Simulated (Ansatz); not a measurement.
**C4H6O (vinyl ether): from total energies to a heat of formation**

C4H6O has 11 atoms, charge 0, and is taken as a singlet. As SMILES, `C=COC=C`. The coordinates come from a PBE0-D4/def2-TZVP relaxation. This is one conformer, not always the lowest.

```
atom    x (Å)    y (Å)    z (Å)
   C  -0.5602   1.3742   1.1622
   C  -0.9858   0.1229   1.0510
   O  -0.5087  -0.8344   0.2178
   C   0.2497  -0.4411  -0.8418
   C   1.2051  -1.2087  -1.3369
   H   0.2700   1.7690   0.5917
   H  -1.0476   2.0293   1.8703
   H  -1.7882  -0.2775   1.6594
   H  -0.0315   0.5185  -1.2678
   H   1.4634  -2.1550  -0.8790
   H   1.7337  -0.8973  -2.2269
```

Total energies at HF/6-31G* (spherical functions) (Ansatz 0.2.0); the atoms run unrestricted:

```tsv
species	state	energy (Eh)
C4H6O	singlet	-229.759569
C	triplet	-37.680577
O	triplet	-74.783181
H	doublet	-0.498233
```

Harmonic wavenumbers at PBE0-D4/def2-TZVP, in cm⁻¹: 94, 211, 285, 459, 594, 726, 742, 865, 885, 896, 992, 1005, 1019, 1148, 1263, 1326, 1366, 1418, 1436, 1704, 1729, 3168, 3186, 3188, 3215, 3281, 3282.

Measured heats of formation of the gaseous atoms at 298.15 K, in kJ/mol: C 716.9, O 249.2, H 218.0. Spin-orbit lowering of the atoms at 298 K (mean of the ground term's levels less their thermal mean, from spectra), in kJ/mol: C 0.02, O 0.40. Take 1 Eh = 2625.50 kJ/mol, 1 cm⁻¹ = 0.0119627 kJ/mol, RT = 2.479 kJ/mol.

Question: Work out the heat of formation of the gas at 298 K.

Answer: 
1. Electronic atomisation energy: 4 × (-37.680577) + (-74.783181) + 6 × (-0.498233) − (-229.759569) = 1.264682 Eh = 3320.4 kJ/mol.
2. Zero-point energy: half the sum of the wavenumbers, 19741.5 cm⁻¹ = 236.2 kJ/mol.
3. Thermal vibrational enthalpy, Σ hcν̃/(exp(hcν̃/kT) − 1): 7.1 kJ/mol. Translation, rotation and pV of a non-linear molecule: 4 RT = 9.9 kJ/mol.
4. The 11 free atoms carry 5/2 RT each: 68.2 kJ/mol.
5. Spin-orbit coupling lowers the free atoms by 4 × 0.02 + 0.40 = 0.5 kJ/mol.
6. Atomisation enthalpy at 298 K: 3320.4 − 0.5 − 236.2 − 7.1 − 9.9 + 68.2 = 3134.9 kJ/mol.
7. Sum of the atoms' heats of formation: 4424.8 kJ/mol. Heat of formation: 4424.8 − 3134.9 = +1289.9 kJ/mol.

The tabulated value is -13.6 kJ/mol (CRC Handbook of Chemistry and Physics), so this level is off by +1303.5 kJ/mol, or 29.4 % of the atomisation enthalpy that the table implies (4438.3 kJ/mol). Hartree–Fock leaves out correlation, which is larger in the molecule than in the atoms, so it underbinds and puts the heat of formation too high. Anharmonicity and any spin-orbit splitting of the molecule are left out.
